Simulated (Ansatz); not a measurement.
# CH₂B+ (triplet): the correlation ladder, def2-TZVPP

The task here is to estimate one member of a computed series from the others.

Program: Ansatz 0.2.0, Gaussian basis. Level of theory: def2-TZVPP, core rule «outside noble gas», up to 2 orbitals frozen. These are calculated values, not measurements.

Plan: UHF; ROHF; CCSD(T) on UHF.

### The geometry

The geometry is a PBE0/def2-TZVP stationary point (not a proven minimum) of the parent state, kept for this charge and spin.

4 atoms, charge 1, spin multiplicity 3.

Atoms are counted from 1 here; the program's logs count them from 0.

Bond lengths: B1–C2 1.527 Å, B1–H3 1.203 Å, C2–H4 1.092 Å. Angles: C2–B1–H3 121.6°, B1–C2–H4 134.8°.

The first run:

Input file in.yaml:

```yaml
crystal:
  periodic: [false, false, false]
  atoms:
    - {symbol: B, position_ang: [0.000000, -0.104832, 0.802428]}
    - {symbol: C, position_ang: [0.000000, -0.044574, -0.723222]}
    - {symbol: H, position_ang: [0.000000, 0.894880, 1.472485]}
    - {symbol: H, position_ang: [0.000000, 0.760676, -1.461216]}
basis:
  gaussian: {orbitals: def2-TZVPP}
total_charge: 1
magnetization: {spin_polarized: true, initial_magnetization: 2}
hamiltonian: {xc: hf}
output: {orbitals: {seedname: orbitals}}
```

Run with:

```bash
> ansatz run in.yaml --threads 1 --pin off --events-out ev --progress --plain --max-ram 2560MiB --backend cpu
```

Among the steps run: UHF; ROHF; CCSD(T) on UHF.

One table of the session follows, with a row left open; its other results are not shown here.

```
  method  from UCCSD(T) (kJ/mol)
    ROHF                  +563.8
     UHF                  +543.3
    UMP2                       ?
   UCCSD                   +19.2
UCCSD(T)                       0
```

Estimate the missing values for UMP2.

As computed: from UCCSD(T) (kJ/mol): +99.1. In the column «from UCCSD(T) (kJ/mol)» it lies between UCCSD (+19.2) and UHF (+543.3).
